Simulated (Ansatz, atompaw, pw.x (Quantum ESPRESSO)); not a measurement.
## ruthenium: one change to the PAW (atompaw) potential, in the atom and in the bcc crystal

atompaw 4.2.0.5 input, output lines left out:

```
Ru 44
GGA-PBESOL scalarrelativistic loggrid 1500 logderivrange -8 5 326
5 5 4 0 0 0
5 0 1
5 1 0
4 2 7
0 0 0
c
c
c
v
v
c
c
v
v
c
v
2
2.35 2.20 1.85 2.30
n
n
y
0.1
n
custom polynom2 7 10 vanderbiltortho sinc
bessel
1.70
1.80
1.75
2.35
2.15
2.15
```

Change: all radii scaled by about 1.14 (s 1.94, p 2.00, d 2.46 bohr); local potential bessel scheme, radius 2.12 bohr; augmentation sinc compensation charge, radius 2.52 bohr; PAW radius 2.68 bohr; waves and projectors: custom polynom2 7 10 vanderbiltortho; core correction smooth core density matched at 2.62 bohr.

Cutoffs, loose and tight: the cutoffs (Ry, on a coarse ladder) from which the occupation-weighted sum of valence levels, in a spherical-Bessel basis at the reference potential, stays within 10 and 1 mRy of its value at 400 Ry. They see the waves, projectors and local potential, not the compensation charge or the core.

Crystal test: bcc Ru in pw.x 7.5, no spin, 15³ k-points, Fermi–Dirac smearing 0.01 Ry, cutoffs set for each file from its atomic test. The reference is all-electron LAPW (Ansatz 0.2.0) with the same functional, mesh and smearing; V0 and B0 come from Birch–Murnaghan fits to the pressures at five volumes. Errors are pseudo minus all-electron; Δ is the rms difference of the E(V) curves that follow from these fits, minima aligned, over ±6 % about the mean V0. Mesh and smearing are coarse, so the numbers serve the comparison and aren't converged zero-temperature values; the lattice is a test structure that the element need not adopt.

All-electron: a0 = 3.021 Å (V0 = 13.79 Å³/atom), B0 = 307.4 GPa.

Q: Does the change bring the crystal closer to the all-electron result?

A: The mean pressure error goes from +3.63 to +3.93 GPa, a small move against the size of the error.

```csv
quantity,base,changed
outcome (atom),generated,generated
"cutoff, loose (atom)",25 Ry,35 Ry
"cutoff, tight (atom)",70 Ry,70 Ry
bound ghosts (atom),none,none
cutoffs in pw.x (Ry),85/850,85/850
a0 (Å),3.032,3.033
a0 error (%),+0.38,+0.41
B0 error (%),-0.2,-0.2
Δ (meV/atom),10.6,11.5
mean pressure error (GPa),+3.63,+3.93
```

Changed file: The largest radius (2.68 bohr) exceeds half the bond length (2.47 bohr), so the spheres overlap, which is one possible source of error among others. The atomic cutoffs weigh occupied waves only.
